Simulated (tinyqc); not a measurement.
Extended Hueckel theory, for N2-, step by step. The parameters take no account of the charge, which enters only through the electron count, and nothing here shows that the anion is bound. One step of it, computed by the program tinyqc.

Task: Mulliken analysis. P = C n C^T; charge = valence electrons (N 5) minus the sum of (P S)_ii on the atom; overlap population = 2 sum P_ij S_ij between two atoms.

coefficients:
```
              MO1        MO2       MO3        MO4        MO5        MO6        MO7        MO8
1N 2s    0.591546   0.629550  0.000000   0.000000  -0.206991   0.000000   0.000000   1.007033
1N 2px   0.000000   0.000000  0.597478  -0.217435   0.000000  -0.049230   0.807924   0.000000
1N 2py   0.000000   0.000000  0.217435   0.597478   0.000000   0.807924   0.049230   0.000000
1N 2pz   0.021554  -0.349936  0.000000   0.000000   0.641586   0.000000   0.000000   1.072217
2N 2s    0.591546  -0.629550  0.000000   0.000000  -0.206991   0.000000   0.000000  -1.007033
2N 2px   0.000000   0.000000  0.597478  -0.217435   0.000000   0.049230  -0.807924   0.000000
2N 2py   0.000000   0.000000  0.217435   0.597478   0.000000  -0.807924  -0.049230   0.000000
2N 2pz  -0.021554  -0.349936  0.000000   0.000000  -0.641586   0.000000   0.000000   1.072217
```

occupations: 2.000000  2.000000  2.000000  2.000000  2.000000  0.500000  0.500000  0.000000

overlap S:
```
            1N 2s    1N 2px    1N 2py     1N 2pz     2N 2s    2N 2px    2N 2py     2N 2pz
1N 2s    1.000000  0.000000  0.000000   0.000000  0.397435  0.000000  0.000000  -0.407103
1N 2px   0.000000  1.000000  0.000000   0.000000  0.000000  0.236833  0.000000   0.000000
1N 2py   0.000000  0.000000  1.000000   0.000000  0.000000  0.000000  0.236833   0.000000
1N 2pz   0.000000  0.000000  0.000000   1.000000  0.407103  0.000000  0.000000  -0.331905
2N 2s    0.397435  0.000000  0.000000   0.407103  1.000000  0.000000  0.000000   0.000000
2N 2px   0.000000  0.236833  0.000000   0.000000  0.000000  1.000000  0.000000   0.000000
2N 2py   0.000000  0.000000  0.236833   0.000000  0.000000  0.000000  1.000000   0.000000
2N 2pz  -0.407103  0.000000  0.000000  -0.331905  0.000000  0.000000  0.000000   1.000000
```

Give: charges; Overlap populations.

Result:

charges: 1N -0.5000, 2N -0.5000

Overlap populations:
```
pair     value
2-1   1.160973
```
